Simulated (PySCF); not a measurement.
**C₂H₇B: electronic structure in real space**

Aim: take C₂H₇B and analyse its density (charges, bond critical points, surface potential), see where an electron leaves and enters and measure its response to a uniform field.

Program: PySCF 2.14.0. Level of theory: levels as typed in each script, gas phase, geometry from GFN2-xTB. These are calculated values, not measurements.

### Step 1. Where the work starts

SMILES `CBC`, 10 atoms, charge 0, spin multiplicity 1.

Bond lengths: C1–B2 1.575 Å, C1–H4 1.090 Å, C1–H5 1.090 Å, C1–H6 1.087 Å, B2–C3 1.575 Å, B2–H7 1.174 Å, C3–H8 1.090 Å, C3–H9 1.087 Å, C3–H10 1.090 Å. Angles: B2–C1–H4 110.8°, B2–C1–H5 110.8°, B2–C1–H6 114.3°, H4–C1–H5 105.4°, H4–C1–H6 107.5°, H5–C1–H6 107.5°, C1–B2–C3 119.3°, C1–B2–H7 120.4°, C3–B2–H7 120.4°, B2–C3–H8 110.8°, B2–C3–H9 114.3°, B2–C3–H10 110.8°, H8–C3–H9 107.5°, H8–C3–H10 105.4°, H9–C3–H10 107.5°.

As a file:

```xyz
10
charge 0, multiplicity 1
C    -1.3587    0.1908    0.0000
B     0.0000   -0.6053   -0.0004
C     1.3587    0.1908    0.0002
H    -1.4224    0.8479   -0.8669
H    -1.4226    0.8479    0.8669
H    -2.2454   -0.4378    0.0005
H    -0.0002   -1.7789    0.0009
H     1.4226    0.8479   -0.8667
H     2.2454   -0.4379   -0.0004
H     1.4225    0.8479    0.8671
```

### Step 2. Density, bond paths and surface potential (PBE0/def2-tzvp)

input.py

```python
import numpy as np
from pyscf import gto, scf, dft
from pyscf.scf import atom_ks, atom_hf
from scipy.linalg import block_diag

def solve(mol, dm0=None, hcore=None):
    mf = (dft.UKS if mol.spin else dft.RKS)(mol, xc='pbe0')
    mf.grids.level = 3
    mf = mf.density_fit(auxbasis='def2-universal-jkfit')
    mf.conv_tol, mf.max_cycle = 1e-8, 80
    if hcore is not None:
        mf.get_hcore = lambda *args: hcore
    mf.kernel(dm0)
    if not mf.converged:
        mf = mf.newton().run(mf.mo_coeff, mf.mo_occ, max_cycle=30)
    assert mf.converged, 'SCF not converged'
    return mf

mol = gto.M(atom='''
C     -1.35868     0.19080    -0.00004
B      0.00002    -0.60531    -0.00040
C      1.35869     0.19078     0.00016
H     -1.42245     0.84795    -0.86695
H     -1.42256     0.84793     0.86689
H     -2.24540    -0.43780     0.00050
H     -0.00023    -1.77889     0.00088
H      1.42262     0.84790    -0.86673
H      2.24540    -0.43785    -0.00041
H      1.42247     0.84787     0.86711
''', basis='def2-tzvp', charge=0, spin=0, verbose=4)
mf = solve(mol)
mf.analyze()
# spherically averaged free atoms, for the promolecule
atm = atom_ks.get_atm_nrks(mol, xc='pbe0')
pro = block_diag(*[(atm[a[0]][2] * atm[a[0]][3]) @ atm[a[0]][2].T for a in mol._atom])
np.savez('result.npz', e=mf.e_tot, c=mf.mo_coeff, occ=mf.mo_occ, eps=mf.mo_energy, pro=pro, dip=mf.dip_moment(verbose=0), s2=mf.spin_square()[0])
```

The run is started by

```bash
OMP_NUM_THREADS=1 python input.py
```

### Step 4. Removing and adding an electron (PBE0/def2-tzvp)

input.py

```python
import numpy as np
from pyscf import gto, scf, dft
from pyscf.scf import atom_ks, atom_hf
from scipy.linalg import block_diag

def solve(mol, dm0=None, hcore=None):
    mf = (dft.UKS if mol.spin else dft.RKS)(mol, xc='pbe0')
    mf.grids.level = 3
    mf = mf.density_fit(auxbasis='def2-universal-jkfit')
    mf.conv_tol, mf.max_cycle = 1e-8, 80
    if hcore is not None:
        mf.get_hcore = lambda *args: hcore
    mf.kernel(dm0)
    if not mf.converged:
        mf = mf.newton().run(mf.mo_coeff, mf.mo_occ, max_cycle=30)
    assert mf.converged, 'SCF not converged'
    return mf

mol = gto.M(atom='''
C     -1.35868     0.19080    -0.00004
B      0.00002    -0.60531    -0.00040
C      1.35869     0.19078     0.00016
H     -1.42245     0.84795    -0.86695
H     -1.42256     0.84793     0.86689
H     -2.24540    -0.43780     0.00050
H     -0.00023    -1.77889     0.00088
H      1.42262     0.84790    -0.86673
H      2.24540    -0.43785    -0.00041
H      1.42247     0.84787     0.86711
''', basis='def2-tzvp', charge=0, spin=0, verbose=4)
mf = solve(mol)
out = dict(e0=mf.e_tot, dm0=mf.make_rdm1(), c=mf.mo_coeff, occ=mf.mo_occ, eps=mf.mo_energy)
for name, dq, spin in [('cation', 1, 1)]:
    ion = mol.copy().set(charge=mol.charge + dq, spin=spin).build()
    mi = solve(ion)
    if spin and dq > 0 and mol.nao < 130:
        c, _, stable, _ = mi.stability(return_status=True)
        if not stable:
            mi = solve(ion, mi.make_rdm1(c, mi.mo_occ))
    print(name, 'vertical energy change / eV', (mi.e_tot - mf.e_tot) * 27.211386)
    out.update({'e_' + name: mi.e_tot, 'dm_' + name: mi.make_rdm1(), 's2_' + name: mi.spin_square()[0], 'eps_' + name: mi.mo_energy, 'occ_' + name: mi.mo_occ})
# spherically averaged free atoms, for the promolecule
atm = atom_ks.get_atm_nrks(mol, xc='pbe0')
pro = block_diag(*[(atm[a[0]][2] * atm[a[0]][3]) @ atm[a[0]][2].T for a in mol._atom])
np.savez('result.npz', pro=pro, **out)
```

### Step 6. Response to an electric field (PBE0/def2-tzvp)

input.py

```python
import numpy as np
from pyscf import gto, scf, dft
from pyscf.scf import atom_ks, atom_hf
from scipy.linalg import block_diag

def solve(mol, dm0=None, hcore=None):
    mf = (dft.UKS if mol.spin else dft.RKS)(mol, xc='pbe0')
    mf.grids.level = 3
    mf = mf.density_fit(auxbasis='def2-universal-jkfit')
    mf.conv_tol, mf.max_cycle = 1e-8, 80
    if hcore is not None:
        mf.get_hcore = lambda *args: hcore
    mf.kernel(dm0)
    if not mf.converged:
        mf = mf.newton().run(mf.mo_coeff, mf.mo_occ, max_cycle=30)
    assert mf.converged, 'SCF not converged'
    return mf

mol = gto.M(atom='''
C     -1.35868     0.19080    -0.00004
B      0.00002    -0.60531    -0.00040
C      1.35869     0.19078     0.00016
H     -1.42245     0.84795    -0.86695
H     -1.42256     0.84793     0.86689
H     -2.24540    -0.43780     0.00050
H     -0.00023    -1.77889     0.00088
H      1.42262     0.84790    -0.86673
H      2.24540    -0.43785    -0.00041
H      1.42247     0.84787     0.86711
''', basis='def2-tzvp', charge=0, spin=0, verbose=4)
field = np.array([0.004, 0.0, 0.0])  # atomic units
mol.set_common_orig(mol.atom_charges() @ mol.atom_coords() / mol.atom_charges().sum())
mf = solve(mol)
out = dict(dm0=mf.make_rdm1(), d0=mf.dip_moment(unit='AU'), e0=mf.e_tot)
for name, sign in (('p', 1), ('m', -1)):
    h = mf.get_hcore() + sign * np.einsum('x,xij->ij', field, mol.intor('int1e_r'))
    mi = solve(mol, mf.make_rdm1(), h)
    out.update({'dm' + name: mi.make_rdm1(), 'd' + name: mi.dip_moment(unit='AU'), 'e' + name: mi.e_tot})
# spherically averaged free atoms, for the promolecule
atm = atom_ks.get_atm_nrks(mol, xc='pbe0')
pro = block_diag(*[(atm[a[0]][2] * atm[a[0]][3]) @ atm[a[0]][2].T for a in mol._atom])
np.savez('result.npz', pro=pro, **out)
```

(Steps that only read results are left out.)

Q: Predict the outcome of this session. Wanted: dipole moment; HOMO, LUMO; vertical ionisation energy; polarisability along the field.

As calculated:

| quantity | value |
| --- | --- |
| dipole moment (PBE0/def2-tzvp) | 0.57 D |
| HOMO, LUMO (PBE0/def2-tzvp) | -8.70, -0.83 eV |
| vertical ionisation energy (PBE0/def2-tzvp) | 11.07 eV |
| polarisability along the field (PBE0/def2-tzvp) | 44.7 bohr³ |

In words: At PBE0/def2-tzvp: The highest Hirshfeld charge is on B2 (+0.19 e), the lowest on C1 and C3 (−0.20 e). The ionisation energy from two SCF runs, 11.07 eV, lies 2.4 eV above −ε(HOMO) = 8.70 eV of the same level, PBE0/def2-tzvp, since self-interaction lifts this functional's HOMO. All values hold at the given geometry, in the gas phase.
